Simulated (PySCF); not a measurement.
```xyz
5

Si     0.0000     0.0000     0.0000
H     -0.2829    -0.9995    -1.0505
H     -0.6945     1.2635    -0.3226
H      1.4557     0.2422     0.0702
H     -0.4784    -0.5061     1.3030
```

Charge 0, multiplicity 1.

**Question.** Give the Mulliken and meta-Löwdin atomic charges from CAM-B3LYP-D3(BJ)/def2-TZVP run with PySCF.

**Answer.** 
```
atom  Mulliken (e)  meta-Löwdin (e)
----  ------------  ---------------
Si1           0.17             0.36
H2           -0.04            -0.09
H3           -0.04            -0.09
H4           -0.04            -0.09
H5           -0.04            -0.09
```
